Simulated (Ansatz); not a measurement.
Elements on the sites of an ideal bcc lattice, at a guessed lattice constant:

```
Al Ti Mo Hf W
1.0
    -5.00058    5.00058   -1.66686
    -5.00058   -1.66686    5.00058
     1.66686    5.00058    5.00058
Al Ti Mo Hf W
1 3 2 7 7
Direct
  0.90000 0.90000 0.40000
  0.60000 0.10000 0.10000
  0.30000 0.30000 0.80000
  0.40000 0.90000 0.90000
  0.10000 0.60000 0.10000
  0.60000 0.60000 0.60000
  0.50000 0.50000 0.00000
  0.20000 0.20000 0.20000
  0.70000 0.70000 0.20000
  0.80000 0.30000 0.30000
  0.30000 0.80000 0.30000
  0.10000 0.10000 0.60000
  0.20000 0.70000 0.70000
  0.00000 0.00000 0.00000
  0.40000 0.40000 0.40000
  0.50000 0.00000 0.50000
  0.00000 0.50000 0.50000
  0.70000 0.20000 0.70000
  0.80000 0.80000 0.80000
  0.90000 0.40000 0.90000
```

Cell and atoms were relaxed without symmetry on coarser meshes and computed once more. Method: DFT PBE, scalar-relativistic, plane waves, PAW in Ansatz 0.2.0.

Cutoff 420 eV; k points 5×5×5 on the computed 20-atom cell (Γ-centred); Gaussian smearing, width 0.10 eV; no spin polarisation.

The relaxation ran on 2×2×2 (shifted) and then 3×3×3 k points with a smearing of 0.1 eV, from sites shaken by 0.02 Å.

What does the relaxation give?

A volume of 17.84 Å³/atom and no gap on the mesh. It lies 0.07 eV/atom above the elements' standard states (static lattices, no corrections for gases). The atoms leave their sites by 0.11 Å (root mean square) and 0.20 Å at most, and the cell stretches by up to 1.0 % at fixed volume.

```xyz
20
Lattice="-4.9700 4.8753 -1.6418 -4.9904 -1.6443 4.9308 1.6801 4.9036 4.9387" Properties=species:S:1:pos:R:3 pbc="T T T"
Al   -8.1035    4.9372    4.9863
Ti   -3.4467    3.2385   -0.1237
Ti   -1.7339    4.8931    4.7896
Ti   -5.0653    4.8228    8.2236
Mo   -3.2342   -0.0454    3.3569
Mo   -5.0193    4.8897    4.9341
Hf   -4.9728    1.5857    1.6755
Hf   -1.8345    1.6012    1.6311
Hf   -6.6710    3.2559    3.3156
Hf   -4.8780    4.9394    1.6341
Hf   -4.9195    1.5510    4.9565
Hf    0.0276    3.2536    3.3229
Hf   -3.2133    3.2943    6.6333
W    -9.8722    3.2460    3.2477
W    -3.2869    3.3260    3.3876
W    -1.7141    4.8706    1.7203
W    -1.6397    1.6728    4.9396
W    -3.2815    6.5630    3.3275
W    -6.5775    6.4780    6.6423
W    -4.9822    8.1632    4.9152
```

The final mesh leaves forces up to 0.08 eV/Å and stresses up to 0.4 GPa: the relaxation ran on a coarser mesh, so the cell's shape, its bonds and its energy belong partly to that mesh.

Spin-orbit coupling is left out, which matters for the bands of heavy elements. Spin polarisation was left out, and a magnetic state may lie lower.

Cost: 2 runs of about 30 core-minutes in all (earlier runs that led there not counted), on Arm Neoverse V1 (shared hosts).